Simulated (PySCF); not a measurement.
Job file and geometry (Å, from GFN2-xTB) of an NMR shielding run on SMILES CC(=O)C1CC1, C₅H₈O, PySCF 2.14.0, density-fitted response routines, GIAO PBE0/pcSseg-1 NMR shielding, non-relativistic, gas phase; density fitting, a coarse starting grid and PySCF grid level 2 are the driver's defaults:

```
{"job": {"kind": "nmr", "xc": "PBE0", "basis": "pcSseg-1"}, "charge": 0, "multiplicity": 1}
C      2.148605     0.035175    -0.326035
C      0.807174    -0.390014     0.221912
O      0.688782    -1.203289     1.107664
C     -0.354929     0.274484    -0.417559
C     -1.563355     0.559722     0.447280
C     -1.630472    -0.526926    -0.559762
H      2.193389    -0.182539    -1.391231
H      2.949024    -0.489612     0.187753
H      2.273193     1.107994    -0.193926
H     -0.114599     0.983394    -1.198785
H     -1.484332     0.279443     1.486812
H     -2.101018     1.478287     0.268244
H     -1.597266    -1.545624    -0.204109
H     -2.214873    -0.380968    -1.455403
```

Task: Write the output of this run.

Result: 
```
coarse grid: 11480 points
cycle   1  E = -270.0248227549  dE =  9.045e-01  |g| = 7.833e-01  |ddm| = 3.225e+00
cycle   2  E = -269.6636646377  dE =  3.612e-01  |g| = 1.577e+00  |ddm| = 2.554e+00
cycle   3  E = -270.1439546181  dE = -4.803e-01  |g| = 1.663e-01  |ddm| = 1.999e+00
cycle   4  E = -270.1501483684  dE = -6.194e-03  |g| = 5.385e-02  |ddm| = 1.702e-01
cycle   5  E = -270.1507975146  dE = -6.491e-04  |g| = 9.921e-03  |ddm| = 4.752e-02
cycle   6  E = -270.1508164178  dE = -1.890e-05  |g| = 3.842e-03  |ddm| = 1.019e-02
cycle   7  E = -270.1508197717  dE = -3.354e-06  |g| = 7.547e-04  |ddm| = 4.543e-03
final grid: 110224 points
cycle   8  E = -270.1975611249  dE = -1.897e-05  |g| = 1.282e-02  |ddm| = 2.691e-02
cycle   9  E = -270.1974788091  dE =  8.232e-05  |g| = 2.447e-02  |ddm| = 2.867e-02
cycle  10  E = -270.1975938674  dE = -1.151e-04  |g| = 2.366e-03  |ddm| = 2.052e-02
cycle  11  E = -270.1975950586  dE = -1.191e-06  |g| = 1.620e-04  |ddm| = 1.955e-03
cycle  12  E = -270.1975950624  dE = -3.810e-09  |g| = 1.132e-04  |ddm| = 3.110e-04
cycle  13  E = -270.1975950656  dE = -3.155e-09  |g| = 1.226e-05  |ddm| = 1.146e-04
cycle  14  E = -270.1975950656  dE = -3.183e-11  |g| = 3.274e-06  |ddm| = 1.631e-05
converged SCF energy = -270.1975950656

GIAO shielding tensors (ppm)
atom      isotropic    diamagn.    paramagn.     s11        s22        s33       span
  0 C      152.345     252.482    -100.137    132.264    132.605    192.165     59.901
  1 C      -25.936     246.930    -272.866   -107.008    -74.505    103.706    210.714
  2 O     -278.360     402.229    -680.590   -820.412   -390.579    375.910   1196.322
  3 C      165.001     255.517     -90.515    126.401    151.626    216.977     90.576
  4 C      172.733     251.455     -78.722    145.180    173.821    199.198     54.018
  5 C      172.744     252.117     -79.373    145.216    173.787    199.229     54.013
  6 H       29.253      29.883      -0.630     26.087     29.049     32.624      6.537
  7 H       29.711      28.918       0.793     26.281     27.601     35.251      8.970
  8 H       29.256      30.113      -0.857     26.089     29.053     32.627      6.538
  9 H       30.009      34.185      -4.177     23.900     29.471     36.655     12.755
 10 H       30.678      31.275      -0.597     25.380     27.854     38.801     13.420
 11 H       30.912      30.590       0.323     25.383     26.666     40.688     15.304
 12 H       30.679      31.302      -0.623     25.381     27.853     38.804     13.423
 13 H       30.912      30.592       0.319     25.378     26.670     40.686     15.308
```

Task: Turn these shieldings into chemical shifts. δ = σ(ref) − σ, references computed at the same level: TMS for 13C (σref 186.93) and 1H (σref 31.72); 17O (σref 336.08) vs H2O.

Result: Averaging equivalent atoms: C 1: 212.9; C 0: 34.6; C 3: 21.9; C 4/5: 14.2; O 2: 614.4; H 6/7/8: 2.31; H 9: 1.71; H 10/12: 1.04; H 11/13: 0.81 ppm. Unscaled 17O shifts of doubly bonded oxygen tend to come out too high, by tens of ppm or more. Experimental scales use liquid or dissolved standards, which lie at an offset from isolated H2O (liquid H2O: subtract about 36 ppm).

Size and cost of the density-fitted run: 142 basis functions, 21 s wall time on 1 thread of an Arm Neoverse N1, shared host.
